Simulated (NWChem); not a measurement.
## Correlation energy of hydrogen sulfide (H2S)

```
S
H 1 1.3608
H 1 1.3608 2 91.41
```
Charge 0, spin multiplicity 1.

All runs are NWChem calculations. All single points use one geometry, from PBE/def2-SVP, a minimum by its harmonic frequencies.

Basis set: cc-pVDZ. Each correlation energy counts from its own Hartree-Fock reference.

The correlated methods keep 5 core orbitals frozen. Coupled-cluster values serve here as a point of comparison, not as the truth.

```csv
method,correlation energy (mHa)
RI-MP2,-144.9
MP2,-145.0
SCS-MP2,…
CR-CCSD[T],-170.7
CR-CCSD(T),-170.6
CCSD,…
CCSD+T(CCSD),-171.1
CCSD(T),-171.1
CCSDT,…
```

Problem. What belongs in the gaps?

Solution. 
- SCS-MP2, correlation energy (mHa): -147.1
- CCSD, correlation energy (mHa): -167.7
- CCSDT, correlation energy (mHa): -171.5
